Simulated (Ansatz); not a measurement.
# FH3NSi: the cost of one run

Program: Ansatz 0.2.0. Level of theory: UKS PBE/def2-SVP. These are calculated values, not measurements.

## Step 1: The structure to begin with

Bond lengths: N1–Si2 1.652 Å, Si2–F3 1.578 Å, N1–H4 1.076 Å, N1–H5 1.010 Å, Si2–H6 1.487 Å. Angles: N1–Si2–F3 101.9°, N1–Si2–H6 106.6°, F3–Si2–H6 108.1°, Si2–N1–H4 106.6°, Si2–N1–H5 112.8°, H4–N1–H5 101.7°.

Coordinates:

```xyz
6

N    -0.6817   -0.0807   -0.6474
Si    0.1297   -0.6062    0.6923
F     1.6312   -0.3265    0.2952
H    -0.5678    0.9887   -0.6762
H    -0.2348   -0.3569   -1.5097
H    -0.2345    0.3178    1.7996
```

## Step 2: Relaxing end A

input.yaml

```yaml
crystal:
  periodic: [false, false, false]
  atoms:
    - { symbol: "N", position_ang: [-0.6817, -0.0807, -0.6474] }
    - { symbol: Si, position_ang: [0.1297, -0.6062, 0.6923] }
    - { symbol: F, position_ang: [1.6312, -0.3265, 0.2952] }
    - { symbol: H, position_ang: [-0.5678, 0.9887, -0.6762] }
    - { symbol: H, position_ang: [-0.2348, -0.3569, -1.5097] }
    - { symbol: H, position_ang: [-0.2345, 0.3178, 1.7996] }
magnetization:
  spin_polarized: true
  initial_magnetization: 1
basis:
  gaussian: { orbitals: def2-SVP }
hamiltonian:
  xc: pbe
relax:
  f_tol: 0.015
  max_steps: 40
output:
  orbitals: {}
```

Run with:

```bash
$ ansatz run input.yaml --threads 1 --pin off --max-ram 2048MiB --backend cpu --events-out ev --progress --plain --runs-dir out
```

**Question.** How long does this run take on 1 thread of an Arm CPU, shared host, and how much memory does it need?

About 38 s, with a peak of 0.13 GiB.
